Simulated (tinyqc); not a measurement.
Inside a calculation. Method: RHF in the sto-3g basis, for H2O, spin multiplicity 1. Computed by tinyqc, a small Python program that keeps every step (integrals from PySCF). Settings: charge = 0, multiplicity = 1, basis = sto-3g, energy threshold = 1e-10, iteration cap = 55, orthogonalisation = canonical, start = atomic densities, DIIS depth = 6, method = RHF. Command: `OMP_NUM_THREADS=1 python tinyqc.py 31515 31516 out.jsonl` (the two numbers bound the seeds that draw the settings). One thread of a shared host (Intel(R) Xeon(R) Processor @ 2.60GHz), about 0.07 s of CPU time with the checks. Later iterations appear only in the table of the cycle.

## One-electron integrals

Geometry (angstrom):
```
atom       x        y       z
O     0.0000   0.0000  0.0000
H     0.0000   0.8270  0.5430
H     0.0000  -0.8270  0.5430
```

Basis sto-3g: exponents (1/bohr^2) and contraction coefficients of normalised primitives:
```
element  l (shell)  exponent  coefficient
O            s (1)  130.7093       0.1543
O            s (1)   23.8089       0.5353
O            s (1)    6.4436       0.4446
O            s (2)    5.0332      -0.1000
O            s (2)    1.1696       0.3995
O            s (2)    0.3804       0.7001
O            p (3)    5.0332       0.1559
O            p (3)    1.1696       0.6077
O            p (3)    0.3804       0.3920
H            s (1)    3.4253       0.1543
H            s (1)    0.6239       0.5353
H            s (1)    0.1689       0.4446
```

Overlap, kinetic and nuclear-attraction integrals over the contracted functions; the nuclear repulsion is the sum of Za Zb / Rab.

nuclear repulsion = 8.878071 hartree

overlap S, lower triangle:
```
         1O 1s   1O 2s  1O 2px   1O 2py  1O 2pz   2H 1s   3H 1s
1O 1s   1.0000
1O 2s   0.2367  1.0000
1O 2px  0.0000  0.0000  1.0000
1O 2py  0.0000  0.0000  0.0000   1.0000
1O 2pz  0.0000  0.0000  0.0000   0.0000  1.0000
2H 1s   0.0500  0.4540  0.0000   0.3194  0.2097  1.0000
3H 1s   0.0500  0.4540  0.0000  -0.3194  0.2097  0.2050  1.0000
```

kinetic energy T (hartree), lower triangle:
```
          1O 1s   1O 2s  1O 2px   1O 2py  1O 2pz    2H 1s   3H 1s
1O 1s   29.0032
1O 2s   -0.1680  0.8081
1O 2px   0.0000  0.0000  2.5287
1O 2py   0.0000  0.0000  0.0000   2.5287
1O 2pz   0.0000  0.0000  0.0000   0.0000  2.5287
2H 1s   -0.0045  0.1137  0.0000   0.2175  0.1428   0.7600
3H 1s   -0.0045  0.1137  0.0000  -0.2175  0.1428  -0.0005  0.7600
```

nuclear attraction V (hartree), lower triangle:
```
           1O 1s     1O 2s   1O 2px    1O 2py    1O 2pz    2H 1s    3H 1s
1O 1s   -61.6882
1O 2s    -7.4363  -10.1101
1O 2px    0.0000    0.0000  -9.9595
1O 2py    0.0000    0.0000   0.0000  -10.1216
1O 2pz   -0.0160   -0.1897   0.0000    0.0000  -10.0294
2H 1s    -1.6146   -3.6451   0.0000   -2.2795   -1.5516  -5.6878
3H 1s    -1.6146   -3.6451   0.0000    2.2795   -1.5516  -1.3083  -5.6878
```

core Hamiltonian H = T + V (hartree), lower triangle:
```
           1O 1s    1O 2s   1O 2px   1O 2py   1O 2pz    2H 1s    3H 1s
1O 1s   -32.6850
1O 2s    -7.6043  -9.3020
1O 2px    0.0000   0.0000  -7.4308
1O 2py    0.0000   0.0000   0.0000  -7.5929
1O 2pz   -0.0160  -0.1897   0.0000   0.0000  -7.5007
2H 1s    -1.6192  -3.5314   0.0000  -2.0620  -1.4088  -4.9278
3H 1s    -1.6192  -3.5314   0.0000   2.0620  -1.4088  -1.3088  -4.9278
```

## Two-electron integrals

Functions are numbered as in S; the eight-fold symmetry (ij|kl) = (ji|kl) = (kl|ij) leaves the list below.

Two-electron integrals (ij|kl) in chemists' order, unique and non-zero (hartree):
```
(11|11) 4.7851      (21|11) 0.7414      (21|21) 0.1369      (22|11) 1.1189
(22|21) 0.2566      (22|22) 0.8172      (31|31) 0.0245      (32|31) 0.0378
(32|32) 0.1805      (33|11) 1.1158      (33|21) 0.2567      (33|22) 0.8170
(33|33) 0.8802      (41|41) 0.0245      (42|41) 0.0378      (42|42) 0.1805
(43|43) 0.0474      (44|11) 1.1158      (44|21) 0.2567      (44|22) 0.8170
(44|33) 0.7853      (44|44) 0.8802      (51|51) 0.0245      (52|51) 0.0378
(52|52) 0.1805      (53|53) 0.0474      (54|54) 0.0474      (55|11) 1.1158
(55|21) 0.2567      (55|22) 0.8170      (55|33) 0.7853      (55|44) 0.7853
(55|55) 0.8802      (61|11) 0.1590      (61|21) 0.0291      (61|22) 0.0542
(61|33) 0.0541      (61|41) 0.0011      (61|42) 0.0021      (61|44) 0.0543
(61|51) 0.0007      (61|52) 0.0014      (61|54) 1.46e-04    (61|55) 0.0542
(61|61) 0.0063      (62|11) 0.3818      (62|21) 0.0886      (62|22) 0.3119
(62|33) 0.3066      (62|41) 0.0056      (62|42) 0.0422      (62|44) 0.3174
(62|51) 0.0036      (62|52) 0.0277      (62|54) 0.0071      (62|55) 0.3113
(62|61) 0.0192      (62|62) 0.1466      (63|31) 0.0093      (63|32) 0.0541
(63|43) 0.0088      (63|53) 0.0058      (63|63) 0.0210      (64|11) 0.2280
(64|21) 0.0536      (64|22) 0.2015      (64|33) 0.1923      (64|41) 0.0123
(64|42) 0.0800      (64|44) 0.2167      (64|51) 0.0019      (64|52) 0.0170
(64|54) 0.0102      (64|55) 0.1953      (64|61) 0.0121      (64|62) 0.1151
(64|64) 0.1103      (65|11) 0.1497      (65|21) 0.0352      (65|22) 0.1323
(65|33) 0.1263      (65|41) 0.0019      (65|42) 0.0170      (65|44) 0.1307
(65|51) 0.0106      (65|52) 0.0653      (65|54) 0.0117      (65|55) 0.1398
(65|61) 0.0080      (65|62) 0.0755      (65|64) 0.0586      (65|65) 0.0595
(66|11) 0.5171      (66|21) 0.1220      (66|22) 0.4919      (66|33) 0.4719
(66|41) 0.0100      (66|42) 0.1045      (66|44) 0.5133      (66|51) 0.0066
(66|52) 0.0686      (66|54) 0.0272      (66|55) 0.4897      (66|61) 0.0267
(66|62) 0.2893      (66|64) 0.2593      (66|65) 0.1702      (66|66) 0.7746
(71|11) 0.1590      (71|21) 0.0291      (71|22) 0.0542      (71|33) 0.0541
(71|41) -0.0011     (71|42) -0.0021     (71|44) 0.0543      (71|51) 0.0007
(71|52) 0.0014      (71|54) -1.46e-04   (71|55) 0.0542      (71|61) 0.0062
(71|62) 0.0185      (71|64) 0.0107      (71|65) 0.0077      (71|66) 0.0254
(71|71) 0.0063      (72|11) 0.3818      (72|21) 0.0886      (72|22) 0.3119
(72|33) 0.3066      (72|41) -0.0056     (72|42) -0.0422     (72|44) 0.3174
(72|51) 0.0036      (72|52) 0.0277      (72|54) -0.0071     (72|55) 0.3113
(72|61) 0.0185      (72|62) 0.1169      (72|64) 0.0635      (72|65) 0.0585
(72|66) 0.1875      (72|71) 0.0192      (72|72) 0.1466      (73|31) 0.0093
(73|32) 0.0541      (73|43) -0.0088     (73|53) 0.0058      (73|63) 0.0162
(73|73) 0.0210      (74|11) -0.2280     (74|21) -0.0536     (74|22) -0.2015
(74|33) -0.1923     (74|41) 0.0123      (74|42) 0.0800      (74|44) -0.2167
(74|51) -0.0019     (74|52) -0.0170     (74|54) 0.0102      (74|55) -0.1953
(74|61) -0.0107     (74|62) -0.0635     (74|64) -0.0189     (74|65) -0.0311
(74|66) -0.0908     (74|71) -0.0121     (74|72) -0.1151     (74|74) 0.1103
(75|11) 0.1497      (75|21) 0.0352      (75|22) 0.1323      (75|33) 0.1263
(75|41) -0.0019     (75|42) -0.0170     (75|44) 0.1307      (75|51) 0.0106
(75|52) 0.0653      (75|54) -0.0117     (75|55) 0.1398      (75|61) 0.0077
(75|62) 0.0585      (75|64) 0.0311      (75|65) 0.0450      (75|66) 0.1025
(75|71) 0.0080      (75|72) 0.0755      (75|74) -0.0586     (75|75) 0.0595
(76|11) 0.1314      (76|21) 0.0308      (76|22) 0.1163      (76|33) 0.1139
(76|44) 0.1165      (76|51) 0.0020      (76|52) 0.0180      (76|55) 0.1185
(76|61) 0.0066      (76|62) 0.0529      (76|64) 0.0360      (76|65) 0.0307
(76|66) 0.1053      (76|71) 0.0066      (76|72) 0.0529      (76|74) -0.0360
(76|75) 0.0307      (76|76) 0.0231      (77|11) 0.5171      (77|21) 0.1220
(77|22) 0.4919      (77|33) 0.4719      (77|41) -0.0100     (77|42) -0.1045
(77|44) 0.5133      (77|51) 0.0066      (77|52) 0.0686      (77|54) -0.0272
(77|55) 0.4897      (77|61) 0.0254      (77|62) 0.1875      (77|64) 0.0908
(77|65) 0.1025      (77|66) 0.3162      (77|71) 0.0267      (77|72) 0.2893
(77|74) -0.2593     (77|75) 0.1702      (77|76) 0.1053      (77|77) 0.7746
```

## Orthogonalisation

S = U s U^T; canonical form X = U s^(-1/2), so that X^T S X = 1. Each column of U has its largest component positive (the first on a tie).

eigenvalues of S: 0.3652  0.4344  0.8934  1.0000  1.0845  1.3607  1.8618

X:
```
              1        2        3       4        5        6       7
1O 1s   -0.3178   0.0000   0.7547  0.0000  -0.6101   0.0000  0.1647
1O 2s    1.1599   0.0000  -0.2700  0.0000  -0.2743   0.0000  0.4409
1O 2px   0.0000   0.0000   0.0000  1.0000   0.0000   0.0000  0.0000
1O 2py   0.0000   0.9468   0.0000  0.0000   0.0000   0.6699  0.0000
1O 2pz   0.4811   0.0000   0.6498  0.0000   0.6625   0.0000  0.1828
2H 1s   -0.7282  -0.8384  -0.1651  0.0000   0.1335   0.3783  0.3756
3H 1s   -0.7282   0.8384  -0.1651  0.0000   0.1335  -0.3783  0.3756
```

## Starting guess

The start is atomic minimal-basis densities projected into this basis (PySCF's MINAO start) and scaled to the electron count of each spin; this density is not idempotent, so its energy is not variational and may lie below the converged one.

D at the start, lower triangle:
```
          1O 1s    1O 2s  1O 2px   1O 2py  1O 2pz   2H 1s   3H 1s
1O 1s    2.1432
1O 2s   -0.4876   2.0817
1O 2px   0.0000   0.0000  1.3083
1O 2py   0.0000   0.0000  0.0000   1.1458
1O 2pz   0.0157  -0.0815  0.0000   0.0000  1.2483
2H 1s   -0.0173   0.0459  0.0000   0.1206  0.0545  0.9996
3H 1s   -0.0173   0.0459  0.0000  -0.1206  0.0545  0.0602  0.9996
```

## Iteration 1: building the Fock matrix

J_ij = sum D_kl (ij|kl), K_ij = sum D_kl (ik|jl); F = H + J - 0.5 K; E = tr D H + tr D J / 2 - 0.25 tr D K + E_nn.

Coulomb J (hartree), lower triangle:
```
          1O 1s   1O 2s  1O 2px   1O 2py  1O 2pz   2H 1s   3H 1s
1O 1s   17.2444
1O 2s    3.2355  8.0509
1O 2px   0.0000  0.0000  8.0034
1O 2py   0.0000  0.0000  0.0000   8.0858
1O 2pz   0.0119  0.1386  0.0000   0.0000  8.0392
2H 1s    0.6888  3.0936  0.0000   2.0076  1.3621  5.0782
3H 1s    0.6888  3.0936  0.0000  -2.0076  1.3621  1.1680  5.0782
```

exchange K (hartree), lower triangle:
```
         1O 1s   1O 2s  1O 2px   1O 2py  1O 2pz   2H 1s   3H 1s
1O 1s   9.9164
1O 2s   1.6927  2.7973
1O 2px  0.0000  0.0000  1.7153
1O 2py  0.0000  0.0000  0.0000   1.8600
1O 2pz  0.0165  0.1416  0.0000   0.0000  1.7783
2H 1s   0.3989  1.2975  0.0000   0.6523  0.4848  1.4321
3H 1s   0.3989  1.2975  0.0000  -0.6523  0.4848  0.5381  1.4321
```

Fock matrix F (hartree), lower triangle:
```
           1O 1s    1O 2s   1O 2px   1O 2py   1O 2pz    2H 1s    3H 1s
1O 1s   -20.3989
1O 2s    -5.2152  -2.6498
1O 2px    0.0000   0.0000  -0.2850
1O 2py    0.0000   0.0000   0.0000  -0.4371
1O 2pz   -0.0123  -0.1220   0.0000   0.0000  -0.3507
2H 1s    -1.1298  -1.0865   0.0000  -0.3806  -0.2891  -0.5656
3H 1s    -1.1298  -1.0865   0.0000   0.3806  -0.2891  -0.4099  -0.5656
```

total energy of this density = -75.417506 hartree

This density is the starting one; it is not idempotent, so its energy is not variational and may lie below the converged one.

## Iteration 1: diagonalisation and new density

Diagonalise F' = X^T F X, C = X C', fill 5 alpha and 5 beta electrons from the bottom; D = 2 C_occ C_occ^T. Each column has its largest component positive (the first on a tie).

F' = X^T F X (hartree), lower triangle:
```
         1        2        3        4        5        6        7
1   0.0018
2   0.0000   0.5978
3   1.7186   0.0000  -9.3649
4   0.0000   0.0000   0.0000  -0.2850
5  -1.3059   0.0000   8.8894   0.0000  -9.2470
6   0.0000  -0.0235   0.0000   0.0000   0.0000  -0.6265
7   0.1618   0.0000  -4.0005   0.0000   4.2447   0.0000  -3.2118
```

orbital energies (hartree): MO1 -20.4079, MO2 -1.4603, MO3 -0.6269, MO4 -0.4043, MO5 -0.2850, MO6 0.4506, MO7 0.5982

coefficients C:
```
            MO1      MO2      MO3      MO4     MO5      MO6      MO7
1O 1s    0.9941  -0.2391   0.0000   0.0800  0.0000  -0.1348   0.0000
1O 2s    0.0260   0.8672   0.0000  -0.4150  0.0000   0.8735   0.0000
1O 2px   0.0000   0.0000   0.0000   0.0000  1.0000   0.0000   0.0000
1O 2py   0.0000   0.0000   0.6880   0.0000  0.0000   0.0000   0.9337
1O 2pz   0.0027   0.0882   0.0000   0.8448  0.0000   0.6360   0.0000
2H 1s   -0.0049   0.1443   0.3621   0.2323  0.0000  -0.8010  -0.8455
3H 1s   -0.0049   0.1443  -0.3621   0.2323  0.0000  -0.8010   0.8455
```

D after iteration 1, lower triangle:
```
          1O 1s    1O 2s  1O 2px   1O 2py  1O 2pz    2H 1s   3H 1s
1O 1s    2.1036
1O 2s   -0.4294   1.8500
1O 2px   0.0000   0.0000  2.0000
1O 2py   0.0000   0.0000  0.0000   0.9466
1O 2pz   0.0983  -0.5482  0.0000   0.0000  1.4430
2H 1s   -0.0415   0.0571  0.0000   0.4982  0.4180   0.4118
3H 1s   -0.0415   0.0571  0.0000  -0.4982  0.4180  -0.1126  0.4118
```

## Iteration 2: building the Fock matrix

As before.

Coulomb J (hartree), lower triangle:
```
          1O 1s   1O 2s  1O 2px   1O 2py  1O 2pz   2H 1s   3H 1s
1O 1s   17.5590
1O 2s    3.3183  8.2957
1O 2px   0.0000  0.0000  8.2937
1O 2py   0.0000  0.0000  0.0000   8.2857
1O 2pz  -0.0094  0.0111  0.0000   0.0000  8.2839
2H 1s    0.7053  3.1386  0.0000   2.0179  1.3341  5.0079
3H 1s    0.7053  3.1386  0.0000  -2.0179  1.3341  1.1704  5.0079
```

exchange K (hartree), lower triangle:
```
         1O 1s    1O 2s  1O 2px   1O 2py  1O 2pz   2H 1s   3H 1s
1O 1s   9.7773
1O 2s   1.6667   2.6532
1O 2px  0.0000   0.0000  2.2784
1O 2py  0.0000   0.0000  0.0000   1.9098
1O 2pz  0.0034  -0.1150  0.0000   0.0000  2.0719
2H 1s   0.3705   1.0967  0.0000   0.6953  0.4780  1.1507
3H 1s   0.3705   1.0967  0.0000  -0.6953  0.4780  0.3601  1.1507
```

Fock matrix F (hartree), lower triangle:
```
           1O 1s    1O 2s   1O 2px   1O 2py   1O 2pz    2H 1s    3H 1s
1O 1s   -20.0146
1O 2s    -5.1194  -2.3329
1O 2px    0.0000   0.0000  -0.2763
1O 2py    0.0000   0.0000   0.0000  -0.2621
1O 2pz   -0.0270  -0.1212   0.0000   0.0000  -0.2527
2H 1s    -1.0991  -0.9411   0.0000  -0.3918  -0.3137  -0.4953
3H 1s    -1.0991  -0.9411   0.0000   0.3918  -0.3137  -0.3185  -0.4953
```

total energy of this density = -74.923668 hartree

## Iteration 2: DIIS over 2 matrices

error matrix X^T (FDS - SDF) X:
```
         1        2        3       4        5       6       7
1   0.0000   0.0000   0.0086  0.0000   0.1170  0.0000  0.0800
2   0.0000   0.0000   0.0000  0.0000   0.0000  0.2614  0.0000
3  -0.0086   0.0000   0.0000  0.0000   0.0380  0.0000  0.0284
4   0.0000   0.0000   0.0000  0.0000   0.0000  0.0000  0.0000
5  -0.1170   0.0000  -0.0380  0.0000   0.0000  0.0000  0.0336
6   0.0000  -0.2614   0.0000  0.0000   0.0000  0.0000  0.0000
7  -0.0800   0.0000  -0.0284  0.0000  -0.0336  0.0000  0.0000
```

B (overlaps of the stored error matrices):
```
               1              2
1  8.1721805e+00  5.7943577e-02
2  5.7943577e-02  1.8376519e-01
```

Minimise |sum c_i e_i|^2 with sum c_i = 1: solve [B -1; -1 0][c; lambda] = [0; -1] with B_ij = tr e_i^T e_j, and take F = sum c_i F_i.

DIIS coefficients: 0.0153  0.9847

extrapolated F (hartree), lower triangle:
```
           1O 1s    1O 2s   1O 2px   1O 2py   1O 2pz    2H 1s    3H 1s
1O 1s   -20.0205
1O 2s    -5.1209  -2.3378
1O 2px    0.0000   0.0000  -0.2764
1O 2py    0.0000   0.0000   0.0000  -0.2648
1O 2pz   -0.0268  -0.1212   0.0000   0.0000  -0.2542
2H 1s    -1.0996  -0.9434   0.0000  -0.3916  -0.3134  -0.4963
3H 1s    -1.0996  -0.9434   0.0000   0.3916  -0.3134  -0.3199  -0.4963
```

## Iteration 2: diagonalisation and new density

As before.

F' = X^T F X (hartree), lower triangle:
```
         1       2        3        4        5        6        7
1   0.1651
2   0.0000  0.7580
3   1.6858  0.0000  -9.1093
4   0.0000  0.0000   0.0000  -0.2764
5  -1.2366  0.0000   8.7829   0.0000  -9.0311
6   0.0000  0.1034   0.0000   0.0000   0.0000  -0.5662
7   0.2437  0.0000  -4.0199   0.0000   4.1288   0.0000  -2.9841
```

orbital energies (hartree): MO1 -20.0297, MO2 -1.1729, MO3 -0.5742, MO4 -0.3435, MO5 -0.2764, MO6 0.5867, MO7 0.7660

coefficients C:
```
            MO1      MO2      MO3      MO4     MO5      MO6      MO7
1O 1s    0.9940  -0.2302   0.0000   0.1034  0.0000  -0.1349   0.0000
1O 2s    0.0267   0.8192   0.0000  -0.5254  0.0000   0.8604   0.0000
1O 2px   0.0000   0.0000   0.0000   0.0000  1.0000   0.0000   0.0000
1O 2py   0.0000   0.0000   0.5947   0.0000  0.0000   0.0000   0.9958
1O 2pz   0.0038   0.1273   0.0000   0.7949  0.0000   0.6913   0.0000
2H 1s   -0.0058   0.1768   0.4420   0.2732  0.0000  -0.7814  -0.8066
3H 1s   -0.0058   0.1768  -0.4420   0.2732  0.0000  -0.7814   0.8066
```

D after iteration 2, lower triangle:
```
          1O 1s    1O 2s  1O 2px   1O 2py  1O 2pz    2H 1s   3H 1s
1O 1s    2.1035
1O 2s   -0.4328   1.8956
1O 2px   0.0000   0.0000  2.0000
1O 2py   0.0000   0.0000  0.0000   0.7073
1O 2pz   0.1133  -0.6266  0.0000   0.0000  1.2963
2H 1s   -0.0364   0.0023  0.0000   0.5257  0.4793   0.6025
3H 1s   -0.0364   0.0023  0.0000  -0.5257  0.4793  -0.1788  0.6025
```

## Iteration 8 (converged): orbitals

converged F (hartree), lower triangle:
```
           1O 1s    1O 2s   1O 2px   1O 2py   1O 2pz    2H 1s    3H 1s
1O 1s   -20.2226
1O 2s    -5.1605  -2.4271
1O 2px    0.0000   0.0000  -0.3816
1O 2py    0.0000   0.0000   0.0000  -0.3014
1O 2pz   -0.0280  -0.1031   0.0000   0.0000  -0.3232
2H 1s    -1.1074  -0.9658   0.0000  -0.4049  -0.3248  -0.5290
3H 1s    -1.1074  -0.9658   0.0000   0.4049  -0.3248  -0.3217  -0.5290
```

As before.

F' = X^T F X (hartree), lower triangle:
```
         1       2        3        4        5        6        7
1   0.1064
2   0.0000  0.7240
3   1.7256  0.0000  -9.2484
4   0.0000  0.0000   0.0000  -0.3816
5  -1.2385  0.0000   8.8333   0.0000  -9.1616
6   0.0000  0.1052   0.0000   0.0000   0.0000  -0.6050
7   0.2246  0.0000  -4.0468   0.0000   4.1639   0.0000  -3.0418
```

orbital energies (hartree): MO1 -20.2313, MO2 -1.2419, MO3 -0.6133, MO4 -0.4271, MO5 -0.3816, MO6 0.5548, MO7 0.7323

coefficients C:
```
            MO1      MO2      MO3      MO4     MO5      MO6      MO7
1O 1s    0.9942  -0.2346   0.0000   0.0959  0.0000  -0.1317   0.0000
1O 2s    0.0260   0.8464   0.0000  -0.5000  0.0000   0.8491   0.0000
1O 2px   0.0000   0.0000   0.0000   0.0000  1.0000   0.0000   0.0000
1O 2py   0.0000   0.0000   0.5936   0.0000  0.0000   0.0000   0.9964
1O 2pz   0.0038   0.1100   0.0000   0.7975  0.0000   0.6913   0.0000
2H 1s   -0.0057   0.1582   0.4428   0.2801  0.0000  -0.7829  -0.8062
3H 1s   -0.0057   0.1582  -0.4428   0.2801  0.0000  -0.7829   0.8062
```

D after iteration 8, lower triangle:
```
          1O 1s    1O 2s  1O 2px   1O 2py  1O 2pz    2H 1s   3H 1s
1O 1s    2.1053
1O 2s   -0.4413   1.9339
1O 2px   0.0000   0.0000  2.0000
1O 2py   0.0000   0.0000  0.0000   0.7048
1O 2pz   0.1089  -0.6111  0.0000   0.0000  1.2963
2H 1s   -0.0318  -0.0126  0.0000   0.5257  0.4815   0.5992
3H 1s   -0.0318  -0.0126  0.0000  -0.5257  0.4815  -0.1852  0.5992
```

## Convergence

Stop when the energy changes by less than 1e-10 hartree and every element of the error matrix X^T (F D S - S D F) X is below 3e-06.

Course of the cycle:
```
iteration  E (hartree)     change  largest element of the error matrix
1           -75.417506          -                             1.31e+00
2           -74.923668   4.94e-01                             2.61e-01
3           -74.957910  -3.42e-02                             2.99e-02
4           -74.958329  -4.19e-04                             5.88e-03
5           -74.958357  -2.78e-05                             2.63e-04
6           -74.958357  -1.81e-07                             2.67e-05
7           -74.958357  -1.54e-09                             9.09e-08
8           -74.958357  -7.11e-14                             1.36e-10
```

PySCF RHF in the same basis = -74.958357 hartree

Converged in 8 iterations.

## Populations, bond orders and dipole

Mulliken: Z minus the diagonal of D S on the atom; Loewdin: the same with S^(1/2) D S^(1/2); Mayer order: 2 sum_s sum (D(s) S)_ij (D(s) S)_ji over the two atoms.

Charges (e):
```
atom  Mulliken  Loewdin
1O     -0.3545  -0.2501
2H      0.1772   0.1251
3H      0.1772   0.1251
```

Mayer bond orders:
```
pair   order
2-1   0.9499
3-1   0.9499
3-2   0.0187
```

dipole moment about the origin, x y z (debye): 0.0000  0.0000  1.6271
